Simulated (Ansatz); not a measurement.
# C₂H₅NOS: up Jacob's ladder to CCSD(T)

The task here is to estimate one member of a computed series from the others.

Method: functionals in def2-TZVPP, the program's frozen cores in correlated methods; program: Ansatz 0.2.0, Gaussian basis.

Levels to be run: PBE-D4, r2SCAN-D4, PBE0-D4, B3LYP-D4, ωB97X-V, ωB97M-V, B2PLYP; CCSD(T)/def2-TZVPP; MP2/def2-QZVPP; extrapolation to the limit.

## Structure used throughout

The geometry comes from an earlier relaxation with PBE0-D4 in a triple-zeta def2 set; it is a stationary point, not always the lowest conformer.

10 atoms, charge 0, spin multiplicity 1.

Atoms are counted from 1 here; the program's logs count them from 0.

Bond lengths: N1–C2 1.258 Å, N1–H6 1.019 Å, C2–S3 1.768 Å, C2–H7 1.093 Å, S3–C4 1.807 Å, C4–O5 1.397 Å, C4–H8 1.096 Å, C4–H9 1.092 Å, O5–H10 0.962 Å. Angles: C2–N1–H6 113.0°, N1–C2–S3 130.4°, N1–C2–H7 119.5°, S3–C2–H7 110.1°, C2–S3–C4 101.3°, S3–C4–O5 115.2°, S3–C4–H8 104.5°, S3–C4–H9 108.6°, O5–C4–H8 112.9°, O5–C4–H9 106.8°, H8–C4–H9 108.5°, C4–O5–H10 108.8°.

Geometry (Å):

```mol
C2H5NOS
  3D, bonds by distance, orders not assigned

 10  9  0  0  0  0  0  0  0  0999 V2000
    1.0915    1.4883    0.5904 N   0  0
    1.5363    0.3125    0.5416 C   0  0
    0.7354   -1.1973    0.0893 S   0  0
   -0.9838   -0.6585   -0.0467 C   0  0
   -1.2498    0.2217   -1.0980 O   0  0
    0.1264    1.5627    0.2706 H   0  0
    2.5771    0.1198    0.8123 H   0  0
   -1.5592   -1.5885   -0.1143 H   0  0
   -1.2623   -0.1441    0.8748 H   0  0
   -0.9284   -0.1676   -1.9171 H   0  0
  1  2  8  0
  2  3  8  0
  3  4  8  0
  4  5  8  0
  1  6  8  0
  2  7  8  0
  4  8  8  0
  4  9  8  0
  5 10  8  0
M  END
```

Set-up of the first run:

Input file in.yaml:

```yaml
crystal:
  periodic: [false, false, false]
  atoms:
    - {symbol: N, position_ang: [1.091466, 1.488280, 0.590379]}
    - {symbol: C, position_ang: [1.536288, 0.312494, 0.541553]}
    - {symbol: S, position_ang: [0.735356, -1.197298, 0.089331]}
    - {symbol: C, position_ang: [-0.983803, -0.658531, -0.046699]}
    - {symbol: O, position_ang: [-1.249816, 0.221734, -1.098008]}
    - {symbol: H, position_ang: [0.126391, 1.562692, 0.270568]}
    - {symbol: H, position_ang: [2.577106, 0.119780, 0.812269]}
    - {symbol: H, position_ang: [-1.559152, -1.588539, -0.114274]}
    - {symbol: H, position_ang: [-1.262332, -0.144119, 0.874828]}
    - {symbol: H, position_ang: [-0.928404, -0.167591, -1.917147]}
basis:
  gaussian: {orbitals: def2-TZVPP}
hamiltonian: {xc: pbe, dispersion: d4}
output: {forces: true, orbitals: {seedname: orbitals}}
```

The run is started by

```
ansatz run in.yaml --threads 4 --pin off --events-out ev --progress --plain --max-ram 10444MiB
```

Among the steps run: PBE-D4 (GGA); r2SCAN-D4 (meta-GGA); PBE0-D4 (hybrid); B3LYP-D4 (hybrid); ωB97X-V (range-separated); ωB97M-V (range-separated); B2PLYP (double hybrid); CCSD(T) in def2-TZVPP; MP2 in def2-QZVPP.

One table of the session follows, with a row left open; its other results are not shown here.

It belongs to the step «Atomisation energies». 

```
            method  atomisation energy (kJ/mol)
            PBE-D4                       3905.2
         r2SCAN-D4                       3768.6
           PBE0-D4                       3781.4
          B3LYP-D4                       3762.5
           ωB97X-V                            ?
           ωB97M-V                       3776.2
            B2PLYP                       3713.6
     HF/def2-TZVPP                       2495.0
    MP2/def2-TZVPP                       3718.6
   CCSD/def2-TZVPP                       3551.4
CCSD(T)/def2-TZVPP                       3633.0
           MP2/CBS                       3838.5
       CCSD(T)/CBS                       3752.9
```

Estimate the missing values for ωB97X-V.

**Answer.** atomisation energy (kJ/mol): 3767.7. In the column «atomisation energy (kJ/mol)» it lies between B3LYP-D4 (3762.5) and r2SCAN-D4 (3768.6).
